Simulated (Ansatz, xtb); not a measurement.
# AlH3OSi: which of two structures lies lower

Structure I is a singlet given by its coordinates and structure II is `[Al][O][SiH3]`, a singlet. Both are isolated molecules in the gas phase, relaxed with B3LYP-D4/def2-TZVP.

I (Å):

```yaml
atoms:
  - { symbol: Al, position_ang: [0.0128, -1.0399, 0.3781] }
  - { symbol: O, position_ang: [-1.2449, -0.2853, -0.6728] }
  - { symbol: Si, position_ang: [-0.3278, 0.8207, -1.4007] }
  - { symbol: H, position_ang: [-0.0102, -0.5747, 1.8819] }
  - { symbol: H, position_ang: [1.0109, 0.2790, -0.5181] }
  - { symbol: H, position_ang: [0.5875, -2.4073, -0.1494] }
```

Close contacts (Å): Al1–O2 1.80, Al1–Si3 2.60, O2–Si3 1.61, Al1–H4 1.57, Al1–H5 1.88, Al1–H6 1.57, Si3–H5 1.69.

II (Å):

```xyz
6

Al   -0.8521    0.1488    3.5435
O     0.2778   -0.7867    2.6744
Si    1.3617   -1.6851    1.8418
H     1.9126   -2.7564    2.7067
H     0.7127   -2.3114    0.6647
H     2.4801   -0.8330    1.3702
```

Task: Which of the two would you expect CCSD(T)/def2-TZVPP electronic energies to favour?

Result: Structure II; the calculation gives E(II) − E(I) = −127.5 kJ/mol.

Level by level:

```json
{"level": "B3LYP-D4/def2-TZVP", "geometry": "B3LYP-D4/def2-TZVP", "E(II) − E(I) (kJ/mol)": "−132.4", "departure from the last row (kJ/mol)": "−4.9", "job, with rough time for the two": "optimisation, 24 s"}
{"level": "HF/def2-TZVPP", "geometry": "B3LYP-D4/def2-TZVP", "E(II) − E(I) (kJ/mol)": "−159.0", "departure from the last row (kJ/mol)": "−31.6", "job, with rough time for the two": "part of the CCSD(T) run"}
{"level": "MP2/def2-TZVPP", "geometry": "B3LYP-D4/def2-TZVP", "E(II) − E(I) (kJ/mol)": "−131.0", "departure from the last row (kJ/mol)": "−3.5", "job, with rough time for the two": "part of the CCSD(T) run"}
{"level": "CCSD(T)/def2-TZVPP", "geometry": "B3LYP-D4/def2-TZVP", "E(II) − E(I) (kJ/mol)": "−127.5", "departure from the last row (kJ/mol)": "", "job, with rough time for the two": "single point, 17 s"}
```

None of the levels shown reverses the order. The largest departure from CCSD(T)/def2-TZVPP is that of HF/def2-TZVPP, 31.6 kJ/mol. Levels run at GFN2-xTB geometries aren't shown.

With harmonic frequencies from B3LYP-D4/def2-TZVP (ideal gas, rigid rotor, one conformer each, 298.15 K, 1 atm): the zero-point term adds +9.7 kJ/mol; ΔH is −116.7 and ΔG −117.8 kJ/mol.

The correlated steps freeze 11 core orbitals. Programs: Ansatz 0.2.0; the last row on 2 threads of Arm Neoverse V1 on a shared host.
